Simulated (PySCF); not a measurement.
**P2 from Hartree–Fock to correlated methods**

State: ¹Σg⁺ (singlet), closed shell. Set-up: P def2-SVPD; no relativity (PySCF 2.14). De refers to P + P in their high-spin ground configurations, without counterpoise correction.

| Level | Re (Å) | ωe (cm⁻¹) | De (eV) |
| --- | --- | --- | --- |
| RHF | 1.859 | 918 | 1.50 |
| RHF-MP2 | 1.934 | 724 | 4.24 |
| RHF-SCS-MP2 | 1.929 | 738 | 4.25 |
| RHF-CCSD | 1.909 | 802 | 3.72 |
| RHF-CCSD(T) | 1.925 | 765 | 4.08 |
| PBE | 1.916 | 782 | 5.21 |
| r²SCAN | 1.902 | 811 | 4.75 |
| PBE0 | 1.892 | 831 | 4.73 |
| r²SCAN0 | 1.885 | 847 | 4.38 |
| MN15 | 1.868 | 864 | 5.04 |
| B2PLYP | 1.914 | 770 | 4.77 |

Q: What are the measured Re and ωe, and which levels come closest?

A: Re = 1.8934 Å and ωe = 780.77 cm⁻¹ (Huber and Herzberg, Constants of Diatomic Molecules (1979)). Closest are PBE0 for the length (off by -0.001 Å) and PBE for the frequency (off by 0.1 %).

```json
{"Level": "RHF", "error in Re (pm)": "-3.4", "error in ωe (%)": "17.6"}
{"Level": "RHF-MP2", "error in Re (pm)": "4.1", "error in ωe (%)": "-7.3"}
{"Level": "RHF-SCS-MP2", "error in Re (pm)": "3.6", "error in ωe (%)": "-5.4"}
{"Level": "RHF-CCSD", "error in Re (pm)": "1.6", "error in ωe (%)": "2.7"}
{"Level": "RHF-CCSD(T)", "error in Re (pm)": "3.2", "error in ωe (%)": "-2.0"}
{"Level": "PBE", "error in Re (pm)": "2.3", "error in ωe (%)": "0.1"}
{"Level": "r²SCAN", "error in Re (pm)": "0.9", "error in ωe (%)": "3.8"}
{"Level": "PBE0", "error in Re (pm)": "-0.1", "error in ωe (%)": "6.4"}
{"Level": "r²SCAN0", "error in Re (pm)": "-0.8", "error in ωe (%)": "8.5"}
{"Level": "MN15", "error in Re (pm)": "-2.5", "error in ωe (%)": "10.7"}
{"Level": "B2PLYP", "error in Re (pm)": "2.0", "error in ωe (%)": "-1.4"}
```

Correlated steps freeze 10 core orbitals. Correlated levels converge slowly with the basis: in double zeta they bind strong bonds too weakly, by up to about 1 eV, and carry superposition errors of some tenths. Where the molecule has an RHF reference, its open-shell atoms are computed with UHF. B2PLYP dipoles, levels and charges come from its SCF part alone.

The whole job (state search and all levels along the bond) took about 1.9 min on 1 thread of Arm Neoverse N1 (shared host), peak memory 0.55 GiB.
